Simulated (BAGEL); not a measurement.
# FCI/STO-3G (density fitting with qzvpp-jkfit) run of [BH2F2]− (SMILES F[BH2-]F)

What is the energy change on altering one bond length of [BH2F2]− at FCI/STO-3G (density fitting with qzvpp-jkfit)? 

The calculation is run with BAGEL 1.2.2.

### Step 1. Starting point

[BH2F2]−: 5 atoms, total charge -1, spin state singlet. As SMILES, `F[BH2-]F`. The coordinates come from a GFN2-xTB relaxation.

Bond lengths: F1–B2 1.425 Å, B2–F3 1.425 Å, B2–H4 1.225 Å, B2–H5 1.225 Å. Angles: F1–B2–F3 107.4°, F1–B2–H4 109.0°, F1–B2–H5 109.1°, F3–B2–H4 109.0°, F3–B2–H5 109.1°, H4–B2–H5 113.0°.

### Step 2. A single-point energy at FCI/STO-3G (density fitting with qzvpp-jkfit)

job.json

```json
{ "bagel" : [

{
  "title" : "molecule",
  "basis" : "sto-3g",
  "df_basis" : "qzvpp-jkfit",
  "angstrom" : "true",
  "geometry" : [
    { "atom" : "F", "xyz" : [   -1.176970,    0.624500,    0.383180 ] },
    { "atom" : "B", "xyz" : [    0.033530,    0.014270,   -0.056090 ] },
    { "atom" : "F", "xyz" : [    0.407580,   -0.947330,    0.926670 ] },
    { "atom" : "H", "xyz" : [   -0.171950,   -0.560090,   -1.118950 ] },
    { "atom" : "H", "xyz" : [    0.907810,    0.868650,   -0.134810 ] }
  ]
},
{ "title" : "hf", "charge" : -1 },
{ "title" : "fci", "nstate" : 1, "charge" : -1, "ncore" : 3 }

]}
```

The run is started by

```sh
$ BAGEL_NUM_THREADS=1 BAGEL job.json > job.out
```

What it wrote:

```text
* using 1 threads per process

  ===============================================================
  ===============================================================

  *** Geometry ***

  { "atom" : "F", "xyz" : [     -2.224151,      1.180134,      0.724105 ] },
  { "atom" : "B", "xyz" : [      0.063363,      0.026966,     -0.105995 ] },
  { "atom" : "F", "xyz" : [      0.770215,     -1.790194,      1.751153 ] },
  { "atom" : "H", "xyz" : [     -0.324938,     -1.058417,     -2.114509 ] },
  { "atom" : "H", "xyz" : [      1.715512,      1.641511,     -0.254754 ] },

  Number of auxiliary basis functions:      265

  Since a DF basis is specified, we compute 2- and 3-index integrals:
    o Being stored without compression. Storage requirement is 0.001 GB

  Number of basis functions:       17
  Number of electrons      :       25

    * METHOD: MOLECULE                             0.05

  *** RHF ***

  === Nuclear Repulsion ===
    65.4733470900

      * DIIS with orbital gradients will be used.

  === RHF iteration (sto-3g) ===
      0       -221.48777140          0.02679908           0.00
      1       -221.55611085          0.00434627           0.00
      2       -221.55862148          0.00125943           0.00
      3       -221.55888252          0.00017589           0.00
      4       -221.55888832          0.00002290           0.00
      5       -221.55888840          0.00000118           0.00
      6       -221.55888840          0.00000021           0.00
      7       -221.55888840          0.00000004           0.00
      8       -221.55888840          0.00000001           0.00
    * SCF iteration converged.

    * Permanent dipole moment:
           (    0.295738,     0.123560,    -0.506012) a.u.

    * METHOD: HF                                   0.08

  ---------------------------
        FCI calculation
  ---------------------------

  Performs exactly the same way as Knowles & Handy 1984 CPL

  o alpha-beta strings
      length:          2002
  o size of the space
      determinant space:  1002001
      spin-adapted space: 273273

  o single displacement lists (alpha)
      length:         50050
  o single displacement lists (beta)
      length:         50050

     guess   0:   closed 1111111111....       open ..............

  === FCI iteration ===

      0  0      -221.55888840     4.02e-04      4.20
      1  0      -221.63433860     1.57e-04      3.39
      2  0      -221.64160422     6.53e-05      3.28
      3  0      -221.64263977     2.67e-05      3.17
      4  0      -221.64278264     9.63e-06      3.18
      5  0      -221.64279945     3.78e-06      3.05
      6  0      -221.64280205     1.37e-06      3.49
      7  0      -221.64280236     5.53e-07      3.31
      8  0      -221.64280241     2.31e-07      3.38
      9  0      -221.64280242     8.04e-08      3.23
     10  0      -221.64280242     3.63e-08      2.96
     11  0      -221.64280242     1.29e-08      2.85
     12  0      -221.64280242     4.74e-09      3.02
     13  0      -221.64280242     1.70e-09      3.00
     14  0      -221.64280242     5.73e-10      2.97
     15  0      -221.64280242     2.32e-10      3.04
     16  0 *    -221.64280242     8.90e-11      2.87

     * ci vector, state   0, <S^2> = 0.0000
       2222222222....    -0.9762224938

    * METHOD: FCI                                 56.13

  ===============================================================
```

Wall time 57 s (1 thread of Intel Xeon Platinum 8375C at 2.90GHz (Ice Lake), shared host); peak memory 1.9 GiB.

### Step 3. The distorted shape

input.json

```json
{ "bagel" : [

{
  "title" : "molecule",
  "basis" : "sto-3g",
  "df_basis" : "qzvpp-jkfit",
  "angstrom" : true,
  "geometry" : [
    { "atom" : "F", "xyz" : [   -0.930401,    1.313713,    1.658578 ] },
    { "atom" : "B", "xyz" : [    0.280099,    0.703483,    1.219308 ] },
    { "atom" : "F", "xyz" : [    0.654149,   -0.258117,    2.202068 ] },
    { "atom" : "H", "xyz" : [   -0.171950,   -0.560090,   -1.118950 ] },
    { "atom" : "H", "xyz" : [    1.154379,    1.557863,    1.140588 ] }
  ]
},
{ "title" : "hf", "charge" : -1 },
{ "title" : "fci", "nstate" : 1, "charge" : -1, "ncore" : 3 }

]}
```

The run is started by

```sh
$ BAGEL_NUM_THREADS=1 BAGEL input.json > input.out
```

What it wrote:

```text
* using 1 threads per process

  ===============================================================
  ===============================================================

  *** Geometry ***

  { "atom" : "F", "xyz" : [     -1.758203,      2.482558,      3.134258 ] },
  { "atom" : "B", "xyz" : [      0.529310,      1.329390,      2.304158 ] },
  { "atom" : "F", "xyz" : [      1.236162,     -0.487770,      4.161305 ] },
  { "atom" : "H", "xyz" : [     -0.324938,     -1.058417,     -2.114509 ] },
  { "atom" : "H", "xyz" : [      2.181460,      2.943934,      2.155399 ] },

  Number of auxiliary basis functions:      265

  Since a DF basis is specified, we compute 2- and 3-index integrals:
    o Being stored without compression. Storage requirement is 0.001 GB

  Number of basis functions:       17
  Number of electrons      :       25

    * METHOD: MOLECULE                             0.04

  *** RHF ***

  === Nuclear Repulsion ===
    62.5587460324

      * DIIS with orbital gradients will be used.

  === RHF iteration (sto-3g) ===
      0       -221.18296324          0.03543938           0.00
      1       -221.30174107          0.01337834           0.00
      2       -221.31746560          0.00260616           0.00
[... 8 lines of this table left out ...]
     11       -221.31848677          0.00000000           0.00
    * SCF iteration converged.

    * Permanent dipole moment:
           (   -0.060649,    -0.990918,    -2.691521) a.u.

    * METHOD: HF                                   0.07

  ---------------------------
        FCI calculation
  ---------------------------

  Performs exactly the same way as Knowles & Handy 1984 CPL

  o alpha-beta strings
      length:          2002
  o size of the space
      determinant space:  1002001
      spin-adapted space: 273273

  o single displacement lists (alpha)
      length:         50050
  o single displacement lists (beta)
      length:         50050

     guess   0:   closed 1111111111....       open ..............

  === FCI iteration ===

      0  0      -221.31848677     4.38e-04      3.11
      1  0      -221.42625174     2.22e-04      3.38
      2  0      -221.44976235     1.25e-04      3.31
[... 16 lines of this table left out ...]
     19  0      -221.46088554     4.82e-10      3.59
    ** throwing out 1 trial vectors **
     20  0      -221.46088554     2.21e-10      3.10
    ** throwing out 1 trial vectors **
     21  0 *    -221.46088554     9.47e-11      2.60

     * ci vector, state   0, <S^2> = -0.0000
       2222222222....    -0.8758518942
       222222222.2...     0.3196721015
       222222222ba...    -0.1947375161
       222222222ab...    -0.1947375161

    * METHOD: FCI                                 69.21

  ===============================================================
```

Run time: 70 s. Hardware: 1 thread of Intel Xeon Platinum 8375C at 2.90GHz (Ice Lake), shared host; peak memory 2 GiB.

### Step 4. What came out

At FCI/STO-3G (density fitting with qzvpp-jkfit), 3 core orbitals frozen:

```
                                                         quantity          value
                                        first shape: total energy  -221.64280 Eh
                                    distorted shape: total energy  -221.46089 Eh
energy change with the B2–H4 bond stretched from 1.225 to 2.696 Å       4.950 eV
```

With the B2–H4 bond stretched from 1.225 to 2.696 Å the energy rises by 4.95 eV (478 kJ/mol). The first shape isn't relaxed at this level, so the change isn't measured from a minimum. The minimal basis adds a large error of its own.
